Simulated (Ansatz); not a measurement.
**SiNH₂ (sextet): the correlation ladder, cc-pVTZ**

An exercise on one series of results from a longer session: the logs are not shown, and one member is left open.

Computed with Ansatz 0.2.0, Gaussian basis. Level: cc-pVTZ, core rule «outside noble gas», up to 6 orbitals frozen.

The runs, in order: UHF; CCSD(T) on ROHF; CCSD(T) on UHF; BCCD(T) on ROHF; CCSDT(Q) on ROHF; CCSDT(Q) on UHF; CASSCF and MRCISD+Q, 11 electrons in 10 orbitals; CASSCF and NEVPT2, 11 electrons in 10 orbitals.

7 further runs of the same task are left out: 2 for a known fault of the program, 5 set aside as unsound or not needed.

### What is computed

The geometry is a PBE0/def2-TZVP stationary point (not a proven minimum) of the parent state, kept for this charge and spin.

4 atoms, charge 0, spin multiplicity 6.

Atoms are counted from 1 here; the program's logs count them from 0.

Bond lengths: Si1–N2 1.849 Å, Si1–H3 1.470 Å, Si1–H4 1.470 Å. Angles: N2–Si1–H3 117.7°, N2–Si1–H4 117.7°, H3–Si1–H4 124.6°.

The first run:

in.yaml

```yaml
crystal:
  periodic: [false, false, false]
  atoms:
    - {symbol: Si, position_ang: [0.000000, 0.000000, 0.555774]}
    - {symbol: N, position_ang: [0.000000, 0.000000, -1.292740]}
    - {symbol: H, position_ang: [0.000000, 1.301958, 1.239079]}
    - {symbol: H, position_ang: [0.000000, -1.301958, 1.239079]}
basis:
  gaussian: {orbitals: cc-pVTZ}
magnetization: {spin_polarized: true, initial_magnetization: 5}
hamiltonian: {xc: hf}
output: {orbitals: {seedname: orbitals}}
```

Command:

```console
$ ansatz run in.yaml --threads 1 --pin off --events-out ev --progress --plain --max-ram 2816MiB --backend cpu
```

Among the steps run: UHF; CCSD(T) on ROHF; CCSD(T) on UHF; BCCD(T) on ROHF; CCSDT(Q) on ROHF; CCSDT(Q) on UHF; CASSCF and MRCISD+Q, 11 electrons in 10 orbitals; CASSCF and NEVPT2, 11 electrons in 10 orbitals.

One table of the session follows, with a row left open; its other results are not shown here.

| method | from UCCSDT(Q) (meV) |
| --- | --- |
| ROHF | +6865.0 |
| UHF | +6680.8 |
| RMP2 | ? |
| UMP2 | +1314.4 |
| RCCSD | +266.4 |
| UCCSD | +260.1 |
| RCCSD(T) | +56.1 |
| UCCSD(T) | +52.7 |
| BCCD(T) | +56.1 |
| RCCSDT | +12.0 |
| UCCSDT | +8.0 |
| RCCSDT(Q) | +5.0 |
| UCCSDT(Q) | 0 |
| CASSCF valence | +6024.2 |
| NEVPT2 valence | +1413.5 |
| MRCISD valence | +588.0 |
| MRCISD+Q valence | +146.0 |

**Question.** Estimate the row for RMP2.

**Answer.** from UCCSDT(Q) (meV): +1326.3. In the column «from UCCSDT(Q) (meV)» it lies between UMP2 (+1314.4) and NEVPT2 valence (+1413.5).

To keep in mind: Restricted and unrestricted rows rest on different reference determinants; where their highest levels disagree by more than a few hundredths of an eV, they describe different states and don't form one ladder.
